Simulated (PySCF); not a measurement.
## NaS: energy against distance

Set-up: PySCF, no relativity, basis sets Na 6-311G(d,p), S 6-311G(d,p). Energies in eV from Na + S in their ground configurations at the same level. State: ²Π (doublet), unpaired electrons π ↑.

```
R (Å)     LDA
2.156  -2.516
2.256  -2.757
2.357  -2.882
2.432  -2.919
2.507  -2.922
2.582  -2.897
2.683  -2.833
2.808  -2.720
2.958  -2.556
3.159  -2.319
```

Put a parabola through the three lowest points of the LDA curve and estimate Re, k and ωe (reduced mass 13.37 u; 1 eV/Å² = 0.16022 mdyn/Å; ωe = 1302.8·√(k/μ) cm⁻¹).

Through R = 2.432, 2.507, 2.582 Å the second-order coefficient is 2.49 eV/Å², so Re ≈ 2.478 Å, k ≈ 0.798 mdyn/Å and ωe ≈ 318 cm⁻¹. A polynomial fit of higher order to the unrounded LDA energies gives Re = 2.474 Å, k = 0.859 mdyn/Å, ωe = 330 cm⁻¹; anharmonicity and rounding make the difference.

The higher-order fit for each curve: LDA: Re = 2.474 Å, ωe = 330 cm⁻¹, De = 2.92 eV.

Counting both spins, an empty level lies below a filled one in this solution, because spin and occupation are held. The state is the lowest determinant that a PBE0 search found; another state may lie lower at other levels.
